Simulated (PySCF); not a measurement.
## Which is lower?

The two ends of one reaction step of BH3ClF, singlet (PBE0-D4/def2-TZVP).

A:

```
6
angstrom
B 0.0960 0.1468 -0.8031
Cl 0.9983 -1.3320 -0.4920
H 0.6954 1.1713 -0.7668
H -1.0248 0.0352 -1.1790
H -0.1815 -0.3551 1.7395
F -0.6125 0.4062 1.4387
```

B:

```tsv
atom	x (Å)	y (Å)	z (Å)
B1	-0.3172	0.6309	-0.6244
Cl2	0.8932	-1.6766	0.7946
H3	0.7607	1.0634	-0.9108
H4	-0.9609	-0.0961	-1.3231
H5	0.2991	-1.1502	1.8002
F6	-0.8708	1.0519	0.5036
```

PySCF 2.14 with density fitting (its default auxiliary sets; JK sets also for MP2 and CCSD(T)); basis: def2-TZVPP; cores frozen in the correlated methods. B3LYP uses VWN-RPA correlation.

(1) Which structure is lower at CCSD(T), and by how much? (Judge from chemistry; the value comes from the calculation.)

No T1 diagnostic of these runs exceeds 0.011.

Answers

(1) By the calculation: B, by 45.7 kJ/mol (electronic energy, against the other). By their contacts, A is a complex of BH₂Cl ([BH2][Cl]) + HF and B is a complex of BH₂F ([BH2][F]) + HCl.

All methods give the same order:

```csv
method,E(B) − E(A) (kJ/mol)
SPW92,-37.8
PBE-D4,-39.5
r2SCAN-D4,-42.8
PBE0-D4,-40.4
B3LYP-D4,-49.5
BHLYP-D4,-51.3
wB97M-V,-45.0
HF,-59.2
MP2,-41.1
CCSD,-48.0
CCSD(T),-45.7
```

Labels in which every atom is bracketed show which atoms are joined, not bond orders.

For scale, one of the runs: CCSD(T)/def2-TZVPP, 146 basis functions, launched by `OMP_NUM_THREADS=4 python run.py`. Hardware: 4 CPU threads of an Arm Neoverse V2, shared host. Wall time 75 s; peak host memory 0.95 GiB.
